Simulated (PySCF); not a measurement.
C2H5ClO2S.
SMILES: `CCS(=O)(=O)Cl`

Torsions of this conformer, `[CH3:1][CH2:2][S:3](=[O:4])(=[O:5])[Cl:6]`: C1–C2–S3–O4 -48°.

The closed-shell ground state was solved at several levels (PySCF, density fitting, gas phase, non-relativistic). Geometry: PBE0-D3(BJ)/def2-SVP, one conformer, isolated molecule.

```tsv
level	basis functions	total energy (Eh)	HOMO (eV)	LUMO (eV)	gap (eV)	dipole (D)
BP86/pcSseg-2	300	-1088.2906	-7.75	-2.89	4.86	4.12
BLYP/pcSseg-2	300	-1088.1328	-7.52	-2.71	4.81	4.13
LDA/pcSseg-2	300	-1083.5753	-7.84	-3.03	4.81	4.19
PBE/pcSseg-2	300	-1087.5873	-7.65	-2.78	4.87	4.09
OPBE/pcSseg-2	300	-1088.0432	-7.63	-2.64	4.99	4.03
```

Estimate the row for HF/pcSseg-2, a basis of 300 functions; the other rows only guide the guess.

Total energy -1085.4783 Eh, HOMO -12.86 eV, LUMO 1.97 eV, gap 14.83 eV, dipole 4.77 D.

How far do the dipole and the HOMO energy spread over the levels?

The dipole runs from 4.03 to 4.77 D (mean 4.22 D) and the HOMO from -12.86 to -7.52 eV.
